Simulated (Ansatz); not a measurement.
The first iterations of a band of BH3N (5 atoms, charge 0, multiplicity 2).

Theory: UKS PBE-D4/def2-SVP (Ansatz 0.2.0).

```yaml
movable_images: 5
climbing_image: yes
spring: 5.0 eV/Å²
optimiser: quadratic models (default)
start_path: through a guess of the saddle point
force_threshold: 0.05 eV/Å
iteration_limit: 60
end_points: relaxed
```

First end point:

```xyz
5
Properties=species:S:1:pos:R:3
B 0.705 -0.361 0.519
N -0.172 0.402 -0.233
H 0.580 -1.547 0.755
H -1.025 0.033 -0.670
H -0.038 1.399 -0.413
```

Last end point:

```xyz
5
Properties=species:S:1:pos:R:3
B 0.449 0.037 1.503
N -0.045 0.024 -0.104
H 0.405 -0.847 -0.446
H -1.065 -0.083 -0.284
H 0.306 0.794 -0.711
```

| iteration | highest image above the first end (eV) | largest band force component (eV/Å) |
| --- | --- | --- |
| 1 | 4.323 | 4.377 |
| 2 | 4.106 | 2.934 |
| 3 | 3.909 | 0.932 |

Does the band converge within its limit, and where does its top end?

The forces met the threshold. It ended after 11 iterations with the highest image 4.003 eV above the first end. Neighbouring images differ by up to 1.4 eV, so the band resolves the path poorly. A vibrational analysis at the climbing image gives one clearly imaginary mode, 1472i cm⁻¹: a first-order saddle point.

The run took 29 s on 1 thread of Intel(R) Xeon(R) 6975P-C (Granite Rapids), with other jobs on the host, peak memory 0.11 GiB.
